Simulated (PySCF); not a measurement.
Molecule: `InChI=1S/C4H10S/c1-4(2,3)5/h5H,1-3H3`.

Geometry:
```json
{"atom": "C1", "x (Å)": "0.751", "y (Å)": "0.828", "z (Å)": "-0.910"}
{"atom": "C2", "x (Å)": "0.089", "y (Å)": "0.006", "z (Å)": "0.191"}
{"atom": "C3", "x (Å)": "-0.351", "y (Å)": "-1.356", "z (Å)": "-0.335"}
{"atom": "C4", "x (Å)": "-1.099", "y (Å)": "0.761", "z (Å)": "0.781"}
{"atom": "S5", "x (Å)": "1.264", "y (Å)": "-0.216", "z (Å)": "1.601"}
{"atom": "H6", "x (Å)": "0.041", "y (Å)": "1.002", "z (Å)": "-1.736"}
{"atom": "H7", "x (Å)": "1.085", "y (Å)": "1.803", "z (Å)": "-0.527"}
{"atom": "H8", "x (Å)": "1.627", "y (Å)": "0.307", "z (Å)": "-1.325"}
{"atom": "H9", "x (Å)": "-0.804", "y (Å)": "-1.960", "z (Å)": "0.465"}
{"atom": "H10", "x (Å)": "-1.094", "y (Å)": "-1.231", "z (Å)": "-1.141"}
{"atom": "H11", "x (Å)": "0.501", "y (Å)": "-1.919", "z (Å)": "-0.747"}
{"atom": "H12", "x (Å)": "-1.574", "y (Å)": "0.187", "z (Å)": "1.592"}
{"atom": "H13", "x (Å)": "-0.791", "y (Å)": "1.738", "z (Å)": "1.184"}
{"atom": "H14", "x (Å)": "-1.854", "y (Å)": "0.937", "z (Å)": "-0.001"}
{"atom": "H15", "x (Å)": "2.208", "y (Å)": "-0.889", "z (Å)": "0.907"}
```

Geometry PBE0-D3(BJ)/def2-SVP throughout; GIAO in PySCF 2.14.0 with density-fitted response routines, gas phase, one conformer, non-relativistic; equivalent atoms averaged; functional PBE0.

For orientation, pcSseg-2 gives these absolute shieldings σ: C2 137.0, C1/C3/C4 147.1, S5 457.6, H6/H7/H8/H9/H10/H11/H12/H13/H14 29.91, H15 29.34 ppm.

A run gave: C2 193.3, C1/C3/C4 207.4, S5 660.2, H6/H7/H8/H9/H10/H11/H12/H13/H14 31.75, H15 33.12 ppm (absolute shieldings σ).

Question: Which basis set was used in that run?
A. 6-311+G(2d,p)
B. pcSseg-1
C. IGLO-III
D. 6-31G
E. STO-3G

Answer: E. S5 tells them apart best: STO-3G gives 660.2, 6-31G gives 520.7, IGLO-III gives 466.1, pcSseg-1 gives 463.0, 6-311+G(2d,p) gives 458.7 ppm.
